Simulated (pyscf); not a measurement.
Structures and frequencies: ωB97X-D3(BJ)/def2-SVP in PySCF. Correlated levels are frozen-core, on RHF or UHF. ΔMP2 is the change of the MP2 total energy from the triple- to the quadruple-zeta basis.

SMILES: CBCC
```xyz
13

C      0.8337     0.6301    -1.6142
B      1.2432     0.2248    -0.1534
C      0.3702     0.5046     1.1268
C     -0.9968     1.1676     0.9443
H      1.3205     1.6139    -1.7799
H      1.2408    -0.0373    -2.3897
H     -0.2449     0.7801    -1.7736
H      2.3323    -0.2908     0.0222
H      1.0078     1.0950     1.8152
H      0.2725    -0.4655     1.6547
H     -1.6601     0.5536     0.3131
H     -0.9042     2.1506     0.4538
H     -1.5127     1.3265     1.9049
```
Charge 0, spin multiplicity 1.

### Question
How much does it cost (ΔH, 298 K, CCSD(T)/def2-TZVPP + ΔMP2(QZVPP)) to split H₃C–BH–CH₂–CH₃ (SMILES CBCC) at its B–C bond into [HB–CH₃]• + •H₂C–CH₃?

### Answer
B–C to [HB–CH₃]• + •H₂C–CH₃: 100.2 kcal/mol. The radicals are drawn with the spin at the cut bond; how far it spreads was not checked. [HB–CH₃]• lies 10.3 kcal/mol over its isomer H₂B–CH₂•, and others may lie lower still (electronic energy, ωB97M-D3(BJ)). Other isomers of •H₂C–CH₃ were not searched in full and may lie lower. The CCSD(T) − MP2 part came from Ansatz, without density fitting, on the same reference.
